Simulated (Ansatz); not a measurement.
**Ta, bcc: geometry optimisation**

Theory: Ansatz, DFT, PBE, plane waves (420 eV) with PAW, scalar-relativistic.

k-point mesh 13×13×13, Fermi-Dirac smearing 0.1 eV, no spin polarisation. Cell and atoms relax.

Starting structure:

```yaml
crystal:
  lattice:
    - [-1.6529, 1.6529, 1.6529]
    - [1.6529, -1.6529, 1.6529]
    - [1.6529, 1.6529, -1.6529]
  atoms:
    - { symbol: Ta, position: [0.0, 0.0, 0.0] }
hamiltonian:
  xc: pbe
  pseudopotentials:
    kind: paw
    azcp:
      Ta: "pseudopotentials/Ta.paw.azcp"
basis:
  ecutwfc: 420
  fft_grid_basis: typed
kpoints:
  mp_grid: { grid: [13, 13, 13], shift: [0, 0, 0] }
magnetization:
  spin_polarized: false
scf:
  occupations: { method: fermi_dirac, width: 0.1 }
relax:
  max_steps: 60
  f_tol: 0.01
  cell: {}
```

Task: What cell does the relaxation end in?

Result: Im-3m with a = 3.321 Å; 18.32 Å³ per atom against 18.06 at the start (1.4 %).

Task: How much energy does the relaxation gain?

Result: 2.3 meV per atom.

Path of the relaxation (the plane waves are chosen anew near the end, which can shift the energy a little):

| step | E − E(final) (meV/atom) | V (Å³/atom) | P (GPa) | max force (eV/Å) |
| --- | --- | --- | --- | --- |
| 0 | 2.28 | 18.063 | 2.86 | 0.000 |
| 1 | 0.11 | 18.336 | -0.16 | 0.000 |
| 2 | 0.10 | 18.321 | 0.00 | 0.000 |
| 3 | 0.00 | 18.321 | 0.00 | 0.000 |
